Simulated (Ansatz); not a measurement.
A structure relaxed at PBE0-D4/def2-TZVP, charge 0, multiplicity 1:

```xyz
5

F    -0.5767   -0.9558    0.8189
C     0.0724   -0.0935    0.0240
Cl   -0.7930    0.0640   -1.4994
Cl    0.2266    1.4557    0.8430
H     1.0707   -0.4704   -0.1866
```

(1) Give its formula and SMILES.

(2) Point group (tolerance 0.08 Å, 0.16 Å for H)?

(3) Summarise the bond lengths by kind.

Results:

(1) CHCl2F, `FC(Cl)Cl`.

(2) Cs.

(3) 1 × C–F 1.340 Å; 2 × C–Cl 1.759 Å; 1 × C–H 1.088 Å.

Computed with Ansatz.
